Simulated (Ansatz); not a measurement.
C$_{4}$H$_{8}$N$_{2}$ (`CNCC=C=N`) from Hartree–Fock to CCSD(T)

```
atom    x (Å)    y (Å)    z (Å)
  C1  -1.1460   1.2869   0.3149
  N2  -1.0690   0.0874   1.1184
  C3  -0.3897  -1.0169   0.4716
  C4   1.0702  -0.7957   0.1381
  C5   1.5035  -0.5994  -1.0784
  N6   1.8997  -0.5492  -2.2317
  H7  -1.6466   2.0736   0.8823
  H8  -1.7506   1.0867  -0.5747
  H9  -0.1706   1.6693  -0.0227
 H10  -0.6305   0.2900   2.0079
 H11  -0.9341  -1.2584  -0.4456
 H12  -0.4715  -1.8903   1.1249
 H13   1.7973  -0.7632   0.9431
 H14   1.9380   0.3792  -2.6481
```

Charge 0, multiplicity 1. The structure was optimised at the PBE0-D4/def2-TZVP level. It is one conformer, not always the lowest. Frozen core, restricted reference, Ansatz. CBS rows extrapolate triple and quadruple zeta; past MP2 they add the triple-zeta difference.

```csv
basis,HF (Eh),MP2 corr.,CCSD corr.,(T),CCSD(T) total
def2-TZVPP,?,?,?,-0.05035,?
def2-QZVPP,-265.07646,-1.13926,–,–,–
CBS(def2),-265.07813,?,-1.23112,as TZ,?
```

Question: Fill in the withheld values. (An estimate is asked.)

Answer: Computed: def2-TZVPP HF (Eh): -265.06428; def2-TZVPP MP2 corr.: -1.06886; def2-TZVPP CCSD corr.: -1.10858; def2-TZVPP CCSD(T) total: -266.22321; CBS(def2) MP2 corr.: -1.19141; CBS(def2) CCSD(T) total: -266.35960.
